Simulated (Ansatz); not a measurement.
# C2H3Cl2N: the cost of one run

All numbers are computed with Ansatz 0.2.0 through its Python package. Level of theory: PBE/cc-pVDZ.

## Step 1: The structure

The script builds its own geometries from the SMILES N=CC(Cl)Cl.

The script holds or builds the structure itself.

## Step 2: The code

File c2h3cl2n_conformers.py:

```python
import ansatz as az
from rdkit import Chem
from rdkit.Chem import AllChem


def main() -> None:
    rd = Chem.AddHs(Chem.MolFromSmiles("N=CC(Cl)Cl"))
    ids = list(AllChem.EmbedMultipleConfs(rd, numConfs=20, randomSeed=49, pruneRmsThresh=0.4))
    field = [energy for _, energy in AllChem.MMFFOptimizeMoleculeConfs(rd)]
    distinct = {round(e, 2): i for i, e in zip(ids, field)}
    chosen = sorted(distinct.items())[:3]
    found = []
    for force_field, index in chosen:
        system = az.Crystal.molecule()
        for atom, xyz in zip(rd.GetAtoms(), rd.GetConformer(index).GetPositions()):
            system = system.atom(atom.GetSymbol(), xyz.round(5).tolist())
        calculation = (
            system.calculation()
            .basis(gaussian="cc-pVDZ")
            .functional("PBE")
        )
        found.append(calculation.run().report["free_energy_ev"])
    print("conformer   MMFF (kcal/mol)   this level (kcal/mol)")
    for (force_field, index), e in zip(chosen, found):
        print(f"{index:9d} {force_field - chosen[0][0]:17.2f} {23.060548 * (e - min(found)):17.3f}")


if __name__ == "__main__":
    main()
```

## Step 3: Running it

Started as:

```sh
> python c2h3cl2n_conformers.py
```

**Question.** How long does this script take on 1 thread of AMD EPYC 9B14 (Zen 4), shared host, and how much memory does it need?

About 3.7 s, with a peak of 0.27 GiB.
